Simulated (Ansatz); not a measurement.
## Hf, dhcp: how the functional moves the structure

All rows: Ansatz, plane waves with scalar-relativistic PAW, 420 eV (500 eV for the SCAN forms), relaxed under each functional, no dispersion correction, no zero-point motion. B₀ comes from uniform scaling at fixed shape; a dash is a value not given.

```
functional  V (Å³/atom)                                     cell  B₀ (GPa)     magnetic state  ΔE to hcp (meV/atom)
       PBE        22.68  a = 3.200 Å, c = 10.234 Å (c/a = 3.198)       105  spin not included                    51
    r²SCAN        22.52  a = 3.193 Å, c = 10.207 Å (c/a = 3.197)       110  spin not included                    55
       LDA        20.90   a = 3.111 Å, c = 9.975 Å (c/a = 3.206)       116  spin not included                    57
    revPBE        23.13  a = 3.220 Å, c = 10.303 Å (c/a = 3.199)       102  spin not included                    49
      RPBE        23.30  a = 3.228 Å, c = 10.330 Å (c/a = 3.200)       101  spin not included                    48
      BLYP        23.27  a = 3.227 Å, c = 10.317 Å (c/a = 3.197)       100  spin not included                    51
```

Question: What does PBEsol give?

Answer: V (Å³/atom): 21.73; cell: a = 3.154 Å, c = 10.088 Å (c/a = 3.198); B₀ (GPa): 111; magnetic state: spin not included; ΔE to hcp (meV/atom): 54.
